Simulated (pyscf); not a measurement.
H₃Si–O–PH₂ + water (H₂O) -> HO–PH₂ + silanol (HO–SiH₃) (four-centre exchange; singlet surface; O–Si, H–O broken, H–O, O–Si formed). Structures and frequencies: ωB97X-D3(BJ)/def2-SVP in PySCF. Energies in kcal/mol from the separated reactants.

```
level                      barrier  reaction energy
----------------------  ----------  ---------------
ωB97X-D3(BJ)/def2-TZVP        24.6             +3.3
PBE/def2-TZVP                 19.9             +0.9
B3LYP-D3(BJ)/def2-TZVP  (withheld)             +2.5
PBE0-D3(BJ)/def2-TZVP         21.4             +2.0
ωB97M-D3(BJ)/def2-TZVP  (withheld)       (withheld)
HF/def2-TZVP                  41.2             +1.1
```

Problem. Fill in the missing entries.

Solution. 
- B3LYP-D3(BJ)/def2-TZVP, barrier: 24.1
- ωB97M-D3(BJ)/def2-TZVP, barrier: 23.8
- ωB97M-D3(BJ)/def2-TZVP, reaction energy: +1.9

The functionals in the table span 4.7 kcal/mol in this barrier, from PBE to ωB97X-D3(BJ). On the reactant side the descent ends in a complex, 4.1 kcal/mol under the separated species and 28.6 kcal/mol under the saddle at ωB97X-D3(BJ)/def2-TZVP. On the product side the descent ends in a complex (not fully relaxed), 6.5 kcal/mol under the separated species and 27.8 kcal/mol under the saddle at ωB97X-D3(BJ)/def2-TZVP. H₃Si–O–PH₂ lies 5.7 kcal/mol over its isomer HO–SiH₂–PH₂ (electronic energy, ωB97M-D3(BJ)). This is the saddle that the search found; another between the same sides may lie lower.
